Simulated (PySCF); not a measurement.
# One molecule, many inputs

Molecule: SMILES O(CN=C)C, C$_{3}$H$_{7}$NO; geometry GFN2-xTB.

Geometry:
```
atom   x (Å)   y (Å)   z (Å)
  C1   1.692   0.653  -0.436
  N2   0.622   0.922  -1.028
  C3  -0.512   0.054  -0.972
  O4  -0.491  -0.984  -0.026
  C5  -0.851  -0.576   1.274
  H6   1.864  -0.240   0.168
  H7   2.511   1.352  -0.532
  H8  -0.594  -0.424  -1.957
  H9  -1.394   0.698  -0.830
 H10  -0.766  -1.458   1.907
 H11  -1.885  -0.210   1.294
 H12  -0.193   0.212   1.654
```

All runs: PySCF 2.14, non-relativistic, gas phase unless a solvent (IEF-PCM) is named; grid level 2, GIAOs and SCF threshold 1e-9 unless changed. The yardstick, PBE0/pcSseg-1, gives these isotropic shieldings σ (ppm, equivalent atoms averaged): C1 35.0, C3 95.3, N2 -131.4, O4 312.8, H7 24.19, H8/H9 26.28, H10/H11/H12 28.30.

(1) What do these inputs give? (1) PBE0/pcSseg-0; grid level 4; guess vsap; (2) KT2/MINI; (3) PBE0/cc-pVDZ; diis off; damp 0.9; max_cycle 92; (4) PBE0/pcSseg-0

(2) Comment on the technical settings and failures.

Answers

(1) 
| run | outcome | functions | wall time | C1 | C3 | N2 | O4 | H7 | H8/H9 | H10/H11/H12 |
| --- | --- | --- | --- | --- | --- | --- | --- | --- | --- | --- |
| 1 | converged | 59 | 9.8 s | 36.8 | 100.9 | -145.2 | 331.6 | 25.08 | 27.35 | 29.58 |
| 2 | converged | 32 | 2.8 s | 104.0 | 138.4 | -69.0 | 370.6 | 22.26 | 25.50 | 27.75 |
| 3 | not converged | 105 | 25 s | – | – | – | – | – | – | – |
| 4 | converged | 59 | 4 s | 36.8 | 100.9 | -145.2 | 331.6 | 25.08 | 27.35 | 29.58 |

Times are on 1 thread of an Intel Xeon Platinum 8488C, shared host.

(2) 
- Run 1: The orbital basis differs from the yardstick's, which in itself moves the values. The starting guess changes the path of the SCF (11 cycles), not the solution, provided the same state is reached. With 59 functions the basis is far too small for magnetic properties.
- Run 2: The functional and orbital basis differ from the yardstick's, which in itself moves the values. With 32 functions the basis is far too small for magnetic properties.
- Run 3: The SCF stopped after 92 cycles without meeting its threshold, with DIIS switched off and the cycle limit at 92, so no response property followed.
- Run 4: The orbital basis differs from the yardstick's, which in itself moves the values. With 59 functions the basis is far too small for magnetic properties.

Runs 1, 2, 3, 4 were set up unsoundly or failed; their numbers aren't to be quoted as properties of the molecule.
